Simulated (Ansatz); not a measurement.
Input file:

```yaml
crystal:
  periodic: [false, false, false]
  atoms:
    - {symbol: Si, position_ang: [0.000000, -0.085926, 0.595821]}
    - {symbol: B, position_ang: [0.000000, 0.089951, -1.333031]}
    - {symbol: H, position_ang: [0.000000, 1.095005, 1.517690]}
    - {symbol: H, position_ang: [0.000000, 1.201588, -1.778382]}
    - {symbol: H, position_ang: [0.000000, -0.867120, -2.043536]}
basis:
  gaussian: {orbitals: def2-SVP, fitting: {mean_field: def2-universal-jkfit}}
total_charge: 1
magnetization: {spin_polarized: false, initial_magnetization: 1}
correlation: {method: ccsd_t, electrons: outside_noble_gas, diis_vectors: 4}
scf: {omitted_lower_state_checks: [cluster_reference]}
output: {forces: true}
```

```sh
$ ansatz run in.yaml --threads 1 --pin off --events-out ev --progress --plain --max-ram 2393MiB
```

Output:

```
these checks for a lower state are left out or cut short: cluster_reference
257 factors; integrals over basis functions are off by at most 3.6e-1 eV
mean field evaluation 1: about -8563.9593 eV, gradient 2.1e1 eV
mean field evaluation 2: about -8566.1086 eV, gradient 1.2e1 eV
mean field evaluation 4: about -8566.8310 eV, gradient 7.1e-1 eV
mean field evaluation 8: about -8566.8436 eV, gradient 1.8e-6 eV
mean field evaluation 16: about -8567.7934 eV, gradient 1.0e-6 eV
mean field -8567.79336395 eV, -314.8605986662 hartree, gradient 8.8e-7 eV, S^2 0.750000; 6 other end points of the search recorded, 0 dependent functions left out
6 core orbitals not correlated: weight in the atoms' cores, before any rotation towards them, 1.000 or more for the frozen orbitals, at most 0.000 for the correlated occupied ones
reference -8567.79336395 eV, -314.8605986662 hartree; 5, 4 occupied and 36, 37 virtual orbitals, 257 factors
second order -3.63446898 eV of doubles, -0.02833245 eV of singles
cycle   1  -4.36585532 eV  change   -7.0e-1 eV  update   6.2e-2
cycle   2  -4.62873766 eV  change   -2.6e-1 eV  update   2.5e-2
cycle   3  -4.64434658 eV  change   -1.6e-2 eV  update   8.6e-3
cycle   4  -4.64472584 eV  change   -3.8e-4 eV  update   3.2e-3
cycle   5  -4.64491992 eV  change   -1.9e-4 eV  update   1.4e-3
cycle   6  -4.64496377 eV  change   -4.4e-5 eV  update   5.1e-4
cycle   7  -4.64501766 eV  change   -5.4e-5 eV  update   2.5e-4
cycle   8  -4.64500996 eV  change    7.7e-6 eV  update   1.2e-4
cycle   9  -4.64502244 eV  change   -1.2e-5 eV  update   5.8e-5
cycle  10  -4.64502110 eV  change    1.3e-6 eV  update   2.5e-5
cycle  11  -4.64502182 eV  change   -7.2e-7 eV  update   1.1e-5
cycle  12  -4.64502163 eV  change    1.8e-7 eV  update   5.5e-6
cycle  13  -4.64502221 eV  change   -5.8e-7 eV  update   2.4e-6
cycle  14  -4.64502293 eV  change   -7.2e-7 eV  update   1.2e-6
cycle  15  -4.64502334 eV  change   -4.1e-7 eV  update   5.7e-7
cycle  16  -4.64502343 eV  change   -9.1e-8 eV  update   2.9e-7
perturbative correction -0.10151243 eV, -0.0037305131 hartree
the calculation of the forces begins
mean field evaluation 32: about -8567.7934 eV, gradient 8.8e-7 eV
Total energy: -8572.53989981 eV, -315.0350306418 hartree
Atom 0 at     0.000000    -0.085926     0.595821 Å, force    -0.000000    -0.097015     2.516716 eV/Å
Atom 1 at     0.000000     0.089951    -1.333031 Å, force     0.000000     0.227522    -2.471732 eV/Å
Atom 2 at     0.000000     1.095005     1.517690 Å, force     0.000000    -0.134259    -0.103751 eV/Å
Atom 3 at     0.000000     1.201588    -1.778382 Å, force    -0.000000     0.134611     0.032058 eV/Å
Atom 4 at     0.000000    -0.867120    -2.043536 Å, force    -0.000000    -0.130859     0.026708 eV/Å
Dipole moment:     0.000000     0.007072     0.169478 e Å
Checks for a lower state left out: cluster_reference
```

Forces (eV/Å):
```
Si   0.000 -0.097  2.517
B    0.000  0.228 -2.472
H    0.000 -0.134 -0.104
H    0.000  0.135  0.032
H    0.000 -0.131  0.027
```

Ran on 1 thread of Arm Neoverse V2, shared host: 1.8 s wall, 0.24 GiB peak host memory.
